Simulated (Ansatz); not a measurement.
Ansatz (a program for electronic structure) input (PBE/cc-pV(Q+d)Z): A basis named .json is the Basis Set Exchange file of that set (core-valence sets with the plain set on hydrogen).

Ansatz 0.2 input:
```yaml
crystal:
  periodic: [false, false, false]
  atoms:
    - {symbol: C, position_ang: [-0.00358972, 0.00080934, 0.26295365]}
    - {symbol: Cl, position_ang: [-0.00984441, 1.69003269, -0.03627790]}
    - {symbol: Cl, position_ang: [1.46912032, -0.83620564, -0.00831232]}
    - {symbol: Cl, position_ang: [-1.45800895, -0.85411270, -0.04821695]}
basis:
  gaussian:
    orbitals: cc-pV_Q+d_Z.json
hamiltonian:
  xc: {name: PBE}
magnetization: {spin_polarized: true, initial_magnetization: 1}
```

Output:

```
Functional definition: PBE
integrals: 0.22 GiB planned
1135 factors; their error is unknown
mean field: 1.63 GiB planned
mean field evaluation 1: about -38586.7681 eV, gradient 2.3e1 eV
mean field evaluation 2: about -38576.6381 eV, gradient 5.1e1 eV
mean field evaluation 4: about -38589.2890 eV, gradient 1.2e0 eV
mean field evaluation 8: about -38589.2941 eV, gradient 3.1e-2 eV
mean field evaluation 16: about -38589.2864 eV, gradient 1.1e-4 eV
mean field -38589.28643400 eV, -1418.1301196916 hartree, gradient 3.4e-5 eV, S^2 0.752960; 0 other end points of the search recorded, 0 dependent functions left out
reference -38589.28646669 eV, -1418.1301208930 hartree; 29, 28 occupied and 218, 219 virtual orbitals, 1135 factors
Total energy: -38589.28646669 eV, -1418.1301208930 hartree
```
